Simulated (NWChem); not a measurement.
Everything below was run with NWChem. System: H4N2, charge 0, spin multiplicity 1, displaced from the optimised geometry. Level: MP2/cc-pVDZ, 2 core orbitals frozen, spin-restricted.

The NWChem input:

```
start mol
memory heap 200 mb stack 900 mb global 1100 mb
geometry units angstroms nocenter noautoz noautosym
  N      0.174524    -0.679407     0.073847
  N     -0.174524     0.679407     0.073847
  H     -0.645840    -1.230559     0.313751
  H      0.461555    -0.962141    -0.695001
  H      0.645840     1.230559     0.313751
  H     -0.512208     1.012036    -0.830680
end
basis spherical
  * library cc-pvdz
end
scf
  rhf
  nopen 0
  maxiter 100
  thresh 1e-7
  semidirect memsize 60000000 filesize 0
end
mp2
  freeze core 2
end
task mp2 energy
```

Part of the output:

```
             Northwest Computational Chemistry Package (NWChem) 7.3.0
             --------------------------------------------------------

                                NWChem Input Module
                                -------------------

 Scaling coordinates for geometry "geometry" by  1.889725989
 (inverse scale =  0.529177249)

                             Geometry "geometry" -> ""
                             -------------------------

 Output coordinates in angstroms (scale by  1.889725989 to convert to a.u.)

  No.       Tag          Charge          X              Y              Z
 ---- ---------------- ---------- -------------- -------------- --------------
    1 N                    7.0000     0.17452400    -0.67940700     0.07384700
    2 N                    7.0000    -0.17452400     0.67940700     0.07384700
    3 H                    1.0000    -0.64584000    -1.23055900     0.31375100
    4 H                    1.0000     0.46155500    -0.96214100    -0.69500100
    5 H                    1.0000     0.64584000     1.23055900     0.31375100
    6 H                    1.0000    -0.51220800     1.01203600    -0.83068000

 Effective nuclear repulsion energy (a.u.)      42.6752021286

            Nuclear Dipole moment (a.u.)
            ----------------------------
        X                 Y               Z
 ---------------- ---------------- ----------------
    -0.0957202905     0.0942878782     0.2563961324


 Summary of "ao basis" -> "" (spherical)
 ------------------------------------------------------------------------------
       Tag                 Description            Shells   Functions and Types
 ---------------- ------------------------------  ------  ---------------------
 *                          cc-pvdz                   on all atoms

 Summary of "ao basis" -> "ao basis" (spherical)
 ------------------------------------------------------------------------------
       Tag                 Description            Shells   Functions and Types
 ---------------- ------------------------------  ------  ---------------------
 N                          cc-pvdz                  6       14   3s2p1d
[...]
     1   1 0 0      0.002402      0.000000     -0.095720
     1   0 1 0     -0.012658      0.000000      0.094288
     1   0 0 1     -0.780114      0.000000      0.256396

     2   2 0 0     -9.741057      0.000000      6.199473
     2   1 1 0      1.752570      0.000000     -3.688856
     2   1 0 1      0.065606      0.000000      0.373890
     2   0 2 0     -8.218221      0.000000     40.855823
     2   0 1 1     -0.032827      0.000000     -0.614184
     2   0 0 2     -9.453404      0.000000      5.164767

                   NWChem MP2 Semi-direct Energy/Gradient Module
                   ---------------------------------------------

  Basis functions       =     48
  Molecular orbitals    =     48
  Frozen core           =      2
  Frozen virtuals       =      0
  Active alpha occupied =      7
  Active beta occupied  =      7
  Active alpha virtual  =     39
  Active beta virtual   =     39
  Use MO symmetry       = F
  Use skeleton AO sym   = F

  AO/Fock/Back tols     =   1.0D-09  1.0D-09  1.0D-09

 GA uses MA = F    GA memory limited = T

 Available:
  local mem=  1.26D+08
 global mem=  1.44D+08
 local disk=  0.00D+00
  mp2_memr nvloc                    39
  nvloc new                    39
   1 passes of   7:        2097152                      11661                   1095568.
   1 passes of   7: M    126153513           G      144174592           F     124056361.

 Semi-direct pass number   1 of   1  for RHF alpha+beta  at        0.3s
  vrange nnbf                  1176
  mp2_eaftype                    10  avail_ma_in_mb                  1099
 EAF : mp2_eaftype filesize          10     547784.
  mp2_eaf for mointskh                     10
Node 0 wrote      2.6 Mb in      0.0 s     Agg I/O rate:  1686.1 Mb/s
 Done moints_semi at        0.7s
  mp2_eaftype                    10  avail_ma_in_mb                  1089
 EAF : mp2_eaftype filesize          10     547784.
  mp2_eaf for kh                    10
 Done maket at        0.7s
 Done multipass loop at        0.7s

          -------------------------------------------
          SCF energy                -111.162926488806
          Correlation energy          -0.345611852405
          Singlet pairs               -0.220212516596
          Triplet pairs               -0.125399335809
          Total MP2 energy          -111.508538341211
          -------------------------------------------

          ---------------------------------------------------
                    Spin Component Scaled (SCS) MP2
          Same spin pairs                     -0.083599557206
          Same spin scaling factor             0.333333333333
          Opposite spin pairs                 -0.262012295199
          Opposite spin scaling fact.          1.200000000000
          SCS-MP2 correlation energy          -0.342281273308
          Total SCS-MP2 energy              -111.505207762114
          ---------------------------------------------------

 -----------------------
 Performance information
 -----------------------

 Timer overhead =  1.25D-07 seconds/call

               Nr. of calls         CPU time (s)                 Wall time (s)                GFlops
             ---------------    -------------------     ------------------------------   -------------------
Name         Min   Avg   Max    Min     Avg     Max     Min     Avg     Max   Mx/calls   Min     Max     Sum
mp2: moin     1     1     1   0.37    0.37    0.37     0.37    0.37    0.37    0.37      0.0     0.0     0.0
mp2: make     1     1     1   2.69E-2 2.69E-2 2.69E-2  2.69E-2 2.69E-2 2.69E-2 2.69E-2   0.0     0.0     0.0
mp2: tota     1     1     1   0.41    0.41    0.41     0.41    0.41    0.41    0.41      0.0     0.0     0.0

 The average no. of pstat calls per process was 3.00D+00
 with a timing overhead of 3.74D-07s

 Task  times  cpu:        0.7s     wall:        0.7s

 Total times  cpu:        0.7s     wall:        0.7s
```
